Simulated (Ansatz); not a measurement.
System: C$_{4}$H$_{5}$, net charge 0, doublet state. It need not be the lowest isomer of its formula. 
Structure (B3LYP-D3(BJ)/def2-TZVP (Ansatz, a quantum-chemistry and plane-wave program) minimum search):
```
C
C 1 1.3330
H 2 1.0816 1 121.49
H 2 1.0837 3 117.06 1 -180.00
H 1 1.0850 2 119.87 3 0.00
C 1 1.4630 5 116.51 2 -180.00
C 6 1.3126 1 124.98 5 0.00
H 7 1.0788 6 138.30 1 0.00
H 6 1.0899 7 119.18 8 -180.00
```
Charge 0, spin multiplicity 2.

Total electronic energies in hartree. Correlated levels leave the core frozen unless marked. UHF or UKS for open shells. Spin-orbit coupling is left out. No relativistic terms. Basis-set limits of correlation are two-point, X^-3; Hartree-Fock from the larger set. The bracket is a focal-point correction in the basis named.

The UHF reference is spin-contaminated (<S^2> 0.50 over the pure value in the largest basis). The T1 diagnostic of CCSD in the largest basis is 0.049, which is high, so the coupled-cluster rows are less sure than usual.

```json
[
 {"level": "HF/6-31G*", "program": "Ansatz", "energy (Eh)": "-154.28193"},
 {"level": "HF/cc-pVDZ", "program": "Ansatz", "energy (Eh)": "-154.29637"},
 {"level": "RI-HF/cc-pVQZ", "program": "Ansatz", "energy (Eh)": "-154.34720"},
 {"level": "SVWN5/def2-TZVPD", "program": "Ansatz", "energy (Eh)": "-153.89068"},
 {"level": "PBE/def2-TZVPD", "program": "Ansatz", "energy (Eh)": "-155.14609"},
 {"level": "PBE0/def2-SVP", "program": "Ansatz", "energy (Eh)": "-154.99514"},
 {"level": "PBE0/def2-TZVP", "program": "Ansatz", "energy (Eh)": "-155.16316"},
 {"level": "BHLYP-D3(BJ)/def2-TZVPD", "program": "Ansatz + dftd3", "energy (Eh)": "-155.27091"},
 {"level": "HSE06-D4/def2-TZVPD", "program": "Ansatz + dftd4", "energy (Eh)": "-155.15843"},
 {"level": "HSE06/def2-TZVPD", "program": "Ansatz", "energy (Eh)": "-155.15445"},
 {"level": "B2GP-PLYP-D3(BJ)/def2-TZVPD", "program": "Ansatz + dftd3", "energy (Eh)": "-155.17757"},
 {"level": "MP2/6-31G", "program": "Ansatz", "energy (Eh)": "-154.52314"},
 {"level": "CCSD/aug-cc-pVDZ", "program": "Ansatz", "energy (Eh)": "-154.85456"},
 {"level": "CCSD/cc-pVTZ", "program": "Ansatz", "energy (Eh)": "-154.97465"},
 {"level": "RI-MP2/CBS(cc-pVTZ,cc-pVQZ)+[CCSD(T)-MP2]/cc-pVTZ", "program": "Ansatz", "energy (Eh)": "-155.0809"}
]
```

Totals of different functionals don't rank their quality; only differences between species are comparable.
